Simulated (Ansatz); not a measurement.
Two shapes of singlet C3H4.

Shape 1:

```xyz
7

C     0.0041   -0.0461   -0.8360
C     0.0048    0.6182    0.5376
C    -0.0233   -0.6352    0.5402
H     0.9177   -0.0452   -1.4851
H    -0.9363    0.0011   -1.5106
H    -0.0119    1.5460    1.0202
H     0.0123   -1.5700    0.9971
```

Shape 2:

```xyz
7

C     0.0000    0.0000   -0.9234
C     0.0000    0.7002    0.5378
C     0.0000   -0.7002    0.5378
H     0.9922    0.0000   -1.5809
H    -0.9922    0.0000   -1.5809
H     0.0000    1.7169    1.1247
H     0.0000   -1.7169    1.1247
```

Basis set: cc-pVTZ (spherical functions). Left uncorrelated: 3 orbitals. Charge 0, multiplicity 1.

Computed with Ansatz (development build ahead of 0.2.0); each method stands on the lowest determinant of its kind that the runs found.

**Question.** Which shape is lower in energy, and by how much in each method?

**Answer.**

```
 method  E(2) − E(1) (eV)
    RHF             1.421
RHF-MP2             0.905
```

Shape 1 is lower. Caution: no unrestricted run beside it, a lower state can exist.
